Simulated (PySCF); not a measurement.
```
atom    x (Å)    y (Å)    z (Å)
   C  -0.0086  -0.5865   0.0000
   O  -0.0086   0.7995   0.0000
   H   1.0554  -0.8688   0.0000
   H  -0.4674  -1.0044   0.9033
   H  -0.4674  -1.0044  -0.9033
```

Basis set: cc-pVTZ (spherical functions). Frozen core: 2 orbitals. Charge 1, multiplicity 1.

Starred EOM-CCSD(T)(a) on the restricted Hartree–Fock determinant with PySCF 2.14.0; the energies are vertical.

Problem. The solver was asked for the few lowest roots only. Give the electron affinities of singlet CH₃O(+) among them whose weight of singles is over 0.7 (positive where the electron binds).

Solution.

```
root  energy (eV)  weight of singles
   1        12.45               0.94
```

Higher main lines weren't sought. Caution: large amplitudes, a single reference is doubtful. Caution: the closed shell is not the ground state.
